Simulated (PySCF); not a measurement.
## Static response to an electric field

Compound: C4H12N2.
Geometry (GFN2-xTB, Å), atoms numbered from 1 in this order:
```xyz
18
C4H12N2 angstrom
C      2.611   -0.261    0.522
C      1.382    0.453   -0.026
N      0.223   -0.406    0.108
N     -0.911    0.078   -0.583
C     -1.676    1.054    0.170
C     -1.730   -1.043   -0.997
H      3.499    0.346    0.366
H      2.739   -1.215    0.018
H      2.500   -0.447    1.588
H      1.266    1.425    0.486
H      1.502    0.649   -1.094
H      0.018   -0.586    1.096
H     -2.490    1.421   -0.453
H     -1.033    1.895    0.428
H     -2.101    0.633    1.096
H     -1.096   -1.749   -1.527
H     -2.204   -1.560   -0.148
H     -2.507   -0.682   -1.668
```

Level: CAM-B3LYP/def2-SVPD (PySCF), static field, nuclei fixed, core orbitals frozen in the response. The polarisability tensor in these axes (au):

```
x   80.13  0.01  3.70
y    0.01 66.56  1.46
z    3.70  1.46 63.87
```

Diagonalise the tensor; give its mean and Δα, where Δα² is half the sum of the squared differences of the eigenvalues.

Principal values 62.55, 67.06 and 80.94 au; mean 70.19 au = 10.40 Å³ = 11.57 × 10⁻⁴⁰ C²·m²/J; Δα = 16.60 au (24 % of the mean).

What is the dipole moment, and where does it point?

(-0.49, 0.54, 0.99) D, 1.23 D in size, pointing from the negative to the positive side. Measured along this direction, the outermost atoms are H8 and H16 at the negative end and H15 at the positive end.

In TDDFT the mean static polarisability is Σ f/ω² over all singlet excitations (ω in hartree). How much of it do the 8 lowest give? Their energies (eV) and oscillator strengths: 6.25, 0.0233; 6.41, 0.0096; 7.15, 0.0065; 7.26, 0.0216; 7.31, 0.0134; 7.43, 0.0471; 7.47, 0.0325; 7.64, 0.0419.

They add up to 2.79 au, 4.0 % of the 70.19 au; the largest single term is 0.63 au, from the state at 7.43 eV. Terms in order: 0.44, 0.17, 0.09, 0.30, 0.19, 0.63, 0.43, 0.53 au. Higher excitations give the rest. The strengths listed sum to 0.196.

What would n − 1 = 2πNα be for an ideal gas of these molecules at 273.15 K and 1 atm, electronic part alone?

N = p/kT = 2.6868 × 10¹⁹ cm⁻³, so n − 1 = 2π × N × 10.40 × 10⁻²⁴ cm³ = 1756 × 10⁻⁶ at long wavelengths.

What molar refraction does this α imply?

Lorentz–Lorenz: R = (4π/3)N_A α = 2.5225 cm³/(mol·Å³) × 10.40 Å³ = 26.2 cm³/mol, in the limit of long wavelengths.

Isolated species at its GFN2-xTB geometry (one conformer only).

These values come from a run that also computed excited states. The run took about 1.7 min of CPU time (one thread, shared machine).
